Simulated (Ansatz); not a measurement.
# Worked example: the interaction energy

The pair of H3O⁺ (SMILES [OH3+], atoms 1–4) and SiH3F (SMILES [SiH3]F, atoms 5–9), both closed shells, in one local arrangement (a lower one may exist), relaxed at PBE0-D4/def2-TZVP:

```
9
angstrom
O -0.5111 0.1621 -2.0805
H 0.0432 -0.3233 -2.7133
H -0.3052 -0.0656 -1.0747
H -1.4511 0.0902 -2.3139
Si 0.4853 0.0589 1.7551
F -0.0474 -0.3738 0.2089
H 0.2807 -1.1664 2.5428
H -0.3891 1.1846 2.1261
H 1.8949 0.4332 1.5497
```

Both fragments are computed in the basis of the whole pair.

Ansatz 0.2.0; basis: def2-TZVPPD and def2-QZVPPD; cores frozen in the correlated methods.

Energies in eV:

| quantity | pair | first fragment | second fragment |
| --- | --- | --- | --- |
| Hartree–Fock, triple zeta (X = 3) | -12697.00910 | -2077.24042 | -10618.54910 |
| Hartree–Fock, quadruple zeta (X = 4) | -12697.47709 | -2077.33113 | -10618.92090 |
| MP2 correlation, X = 3 | -17.63696 | -7.02414 | -10.58925 |
| MP2 correlation, X = 4 | -19.04282 | -7.54669 | -11.45494 |
| CCSD(T) correlation, X = 3 | -18.94324 | -7.44572 | -11.46964 |

Q: Work out the interaction energy at the basis limit: extrapolate Hartree–Fock as E(X) = E∞ + A exp(−7.88 √X) and the MP2 correlation as E(X) = E∞ + B X^−2.97 (the exponents that Neese and Valeev fitted for def2-TZVPP and QZVPP, reused here for the diffuse sets), then add CCSD(T) − MP2 in triple zeta.

A: Each step is linear, so take the differences first (pair − first fragment − second fragment): Hartree–Fock -1.21958 (X = 3) and -1.22506 (X = 4); MP2 correlation -0.02357 and -0.04119; CCSD(T) correlation -0.02788.
Two points give E∞ = E(4) + w [E(4) − E(3)], with w = 1/(exp(7.88 (2 − √3)) − 1) = 0.1377 for Hartree–Fock and w = 1/((4/3)^2.97 − 1) = 0.7407 for the correlation.
Hartree–Fock: -1.22506 + 0.1377 × (-0.00548) = -1.2258 eV.
MP2 correlation: -0.04119 + 0.7407 × (-0.01762) = -0.0542 eV.
CCSD(T) − MP2: -0.02788 − (-0.02357) = -0.0043 eV.
Sum: -1.2258 + (-0.0542) + (-0.0043) = -1.2843 eV, or -29.62 kcal/mol. Plain CCSD(T) in triple zeta gives -1.2475 eV, so the larger basis shifts the result by -0.0368 eV.

T1 diagnostic: at most 0.013.

For scale, one of the runs: CCSD(T)/def2-TZVPPD, 230 basis functions, launched by `ansatz run in.yaml --threads 4 --pin off --events-out ev --progress --plain --max-ram 9574MiB`. Hardware: 4 CPU threads of an Arm Neoverse V2, shared host. Wall time 50 s; peak host memory 3.9 GiB.
